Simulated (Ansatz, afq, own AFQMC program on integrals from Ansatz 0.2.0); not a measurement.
Atomization energy of CHN, singlet, worked out

```xyz
3

N     0.0000    0.0000    1.1200
C     0.0000    0.0000   -0.0256
H     0.0000    0.0000   -1.0944
```

Connectivity, by distances: N–CH.

Basis cc-pVTZ. Noble-gas cores (and the filled d shells of Ga–Kr and In–Xe) are frozen. Integrals, coupled cluster, full CI and functionals: Ansatz 0.2.0; the random walks run on the same integrals in our own AFQMC program. The CISD trial takes its coefficients from CCSD amplitudes. Released means that phaseless walkers are propagated on without the constraint, phases kept. Error bars are statistical, one sigma.

Total energies in eV. CBS is CCSD(T) at the limit of def2-TZVPP/QZVPP (extrapolated itself); the highest rung of each member is named.

Cautions: CHN (singlet): the released value is read at 2.40 1/Eh (meV from the phaseless value at times in 1/Eh: -11 ± 4 at 0.24, -10 ± 4 at 0.51, -11 ± 5 at 0.99, -13 ± 4 at 1.62, -14 ± 6 at 2.40).

| member | count | CCSD(T)/cc-pVTZ | highest rung in cc-pVTZ | which | CCSD(T)/CBS |
| --- | --- | --- | --- | --- | --- |
| N (quartet) | +1 | -1483.4207 | -1483.4306 | FCI | -1483.8573 |
| C (triplet) | +1 | -1028.0669 | -1028.0806 | FCI | -1028.3149 |
| H (doublet) | +1 | -13.6005 | -13.6005 | FCI | -13.6059 |
| CHN, singlet | -1 | -2538.1354 | -2538.1720 ± 0.0061 | released AFQMC | -2539.2761 |

Problem. Work out the best estimate of the atomization energy: the CCSD(T)/CBS difference plus the step from CCSD(T) to the highest rung.

Solution. Sums with the counts: CCSD(T)/CBS 13.4980 eV, highest rung 13.0603 eV, CCSD(T)/cc-pVTZ 13.0473 eV. The step is 13.0603 − 13.0473 = 0.0130 eV, so the best estimate is 13.4980 + (0.0130) = 13.5110 eV = 311.6 kcal/mol, with sampling noise 0.006 eV. The basis set is worth 0.451 eV of it. Zero-point, core-correlation and spin–orbit terms aren't in it.

Best estimates are given only where the step beyond CCSD(T) is under 0.3 eV and no member's determinant is very poor (T1 over 0.05, or 0.07 for open shells, ⟨S²⟩ too high by 0.3, two states mixed), so the hardest cases are missing from such tables.

Each member of a difference takes its own highest rung, so a best estimate needn't equal the limit plus the step of one row. A walk keeps the symmetry of its determinant, which the program's search chose and which needn't be the lowest solution, so a lower state of the same spin and another symmetry isn't excluded. Released energies are given only where the last usable release times agree within the noise; a slower fall can still hide under it.
